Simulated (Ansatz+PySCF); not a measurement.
Two shapes of doublet C₂H₃O.

Shape 1:

```xyz
6

C    -0.9740   -0.6427    0.0000
C    -0.0086    0.4961    0.0000
H    -0.4512   -1.6027    0.0000
H    -1.6133   -0.5582    0.8811
H    -1.6133   -0.5582   -0.8811
O     1.1865    0.4378    0.0000
```

Shape 2:

```xyz
6

C    -0.9826   -0.6529    0.0000
C     0.0086    0.5164    0.0000
H    -0.4599   -1.6129    0.0000
H    -1.6219   -0.5684    0.8811
H    -1.6219   -0.5684   -0.8811
O     1.2037    0.4581    0.0000
```

Basis set: cc-pVTZ (spherical functions). Frozen core: 3 orbitals. Correlation on ROHF uses semicanonical orbitals with singles. Charge 0, multiplicity 2.

Computed with Ansatz (development build ahead of 0.2.0); each method stands on the lowest determinant of its kind that the runs found.

Q: Which shape is lower in energy, and by how much in each method?

A:

```
      method  E(2) − E(1) (eV)
        ROHF             0.012
         UHF             0.009
    ROHF-MP2             0.004
     UHF-MP2             0.005
ROHF-CCSD(T)            -0.003
```

Shape 1 is lower, bar methods that put the two within 0.005 eV.
